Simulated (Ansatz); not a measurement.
**Worked example: the barrier**

An elementary step of CH$_{5}$, doublet (CH₄ + H → CH₃ + H₂; bonds formed: H1–H3; bonds broken: H1–C2). “Start” is the structure reached by relaxing down from the saddle towards the reactants; PBE0-D4/def2-TZVP structures. The saddle:

| atom | x (Å) | y (Å) | z (Å) |
| --- | --- | --- | --- |
| H1 | 0.7732 | 0.0520 | -0.5186 |
| C2 | -0.4270 | -0.0287 | 0.2865 |
| H3 | 1.4994 | 0.1008 | -1.0057 |
| H4 | -0.6355 | 1.0163 | 0.4884 |
| H5 | -1.1181 | -0.5256 | -0.3857 |
| H6 | -0.0919 | -0.6148 | 1.1353 |

Computed with Ansatz 0.2.0 (basis: def2-TZVPP and def2-QZVPP); correlated methods freeze the cores; orbitals are unrestricted.

Energies in eV:

| quantity | saddle | start |
| --- | --- | --- |
| Hartree–Fock, triple zeta (X = 3) | -1106.90436 | -1107.88376 |
| Hartree–Fock, quadruple zeta (X = 4) | -1106.97439 | -1107.95109 |
| MP2 correlation, X = 3 | -5.49996 | -5.38508 |
| MP2 correlation, X = 4 | -5.83161 | -5.71163 |
| CCSD(T) correlation, X = 3 | -6.43960 | -6.10879 |

Problem. Work out the barrier at the basis limit: extrapolate Hartree–Fock as E(X) = E∞ + A exp(−7.88 √X) and the MP2 correlation as E(X) = E∞ + B X^−2.97 (the exponents that Neese and Valeev fitted for def2-TZVPP and QZVPP), then add CCSD(T) − MP2 in triple zeta.

Solution. Each step is linear, so take the differences first (saddle − start): Hartree–Fock 0.97940 (X = 3) and 0.97670 (X = 4); MP2 correlation -0.11488 and -0.11998; CCSD(T) correlation -0.33081.
Two points give E∞ = E(4) + w [E(4) − E(3)], with w = 1/(exp(7.88 (2 − √3)) − 1) = 0.1377 for Hartree–Fock and w = 1/((4/3)^2.97 − 1) = 0.7407 for the correlation.
Hartree–Fock: 0.97670 + 0.1377 × (-0.00270) = 0.9763 eV.
MP2 correlation: -0.11998 + 0.7407 × (-0.00510) = -0.1238 eV.
CCSD(T) − MP2: -0.33081 − (-0.11488) = -0.2159 eV.
Sum: 0.9763 + (-0.1238) + (-0.2159) = 0.6366 eV, or 14.68 kcal/mol. Plain CCSD(T) in triple zeta gives 0.6486 eV, so the larger basis shifts the result by -0.0120 eV.

The T1 diagnostic stays at or below 0.016. ⟨S²⟩ of the unrestricted Hartree–Fock references: 0.75 to 0.79 (a pure state has 0.75).

For scale, one of the runs: CCSD(T)/def2-TZVPP, 101 basis functions, launched by `ansatz run in.yaml --threads 2 --pin off --events-out ev --progress --plain --max-ram 4352MiB`. Hardware: 2 CPU threads of an AMD EPYC 7R43, shared host. Wall time 6 s; peak host memory 0.65 GiB.
